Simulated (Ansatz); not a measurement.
**AlCl3 (singlet): wave-function methods side by side, cc-pV(T+d)Z**

The task here is to estimate one member of a computed series from the others.

Computed with Ansatz 0.2.0, Gaussian basis. Level: cc-pV(T+d)Z, core rule «outside noble gas», up to 20 orbitals frozen.

To be run: UHF; CCSD(T) on RHF; BCCD(T) on RHF.

24 further runs of the same task are left out: 5 for a known fault of the program, 2 that didn't finish, 17 set aside as unsound or not needed.

### What is computed

The geometry is an MP2(full)/6-31G* stationary point (not a proven minimum).

4 atoms, charge 0, spin multiplicity 1.

Atoms are counted from 1 here; the program's logs count them from 0.

Bond lengths: Al1–Cl2 2.069 Å, Al1–Cl3 2.069 Å, Al1–Cl4 2.069 Å. Angles: Cl2–Al1–Cl3 120.0°, Cl2–Al1–Cl4 120.0°, Cl3–Al1–Cl4 120.0°.

The first run:

Input file in.yaml:

```yaml
crystal:
  periodic: [false, false, false]
  atoms:
    - {symbol: Al, position_ang: [0.000000, 0.000000, 0.000000]}
    - {symbol: Cl, position_ang: [0.000000, 2.069041, 0.000000]}
    - {symbol: Cl, position_ang: [1.791842, -1.034520, 0.000000]}
    - {symbol: Cl, position_ang: [-1.791842, -1.034520, 0.000000]}
basis:
  gaussian: {orbitals: "cc-pV(T+d)Z.json"}
magnetization: {spin_polarized: true, initial_magnetization: 0}
hamiltonian: {xc: hf}
output: {orbitals: {seedname: orbitals}}
```

Run with:

```sh
$ ansatz run in.yaml --threads 1 --pin off --events-out ev --progress --plain --max-ram 4096MiB --backend cpu
```

Among the steps run: UHF; CCSD(T) on RHF; BCCD(T) on RHF.

One table of the session follows, with a row left open; its other results are not shown here.

```
  method  from RCCSD(T) (meV)
     RHF                    ?
    RMP2              +2097.2
   RCCSD               +780.4
RCCSD(T)                    0
 BCCD(T)                 -2.8
```

Estimate the missing values for RHF.

**Answer.** from RCCSD(T) (meV): +19141.8. In the column «from RCCSD(T) (meV)» it is the highest.
